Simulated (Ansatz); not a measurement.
quartet BC: levels of theory in one basis

```xyz
2

B     0.0000    0.0000    0.0000
C     0.0000    0.0000    1.4164
```

Basis set: def2-SVP (spherical functions). Correlated methods keep 2 orbitals frozen. Correlation on ROHF uses semicanonical orbitals with singles. Charge 0, multiplicity 4.

Computed with Ansatz (development build ahead of 0.2.0); each method stands on the lowest determinant of its kind that the runs found.

```tsv
method	E − E(ROHF) (eV)	<S²> of the determinant
ROHF	0.00	3.75
UHF	-0.04	3.75
ROHF-MP2	-3.33	–
UHF-MP2	-3.33	3.75
ROHF-CCSD(T)	-4.37	–
UHF-CCSD(T)	-4.37	3.75
```

Q: Is a single determinant a sound starting point here?

A: By this sign, yes. Unrestricted orbitals gain 0.04 eV and <S²> is 3.75 against 3.75 for a pure state.
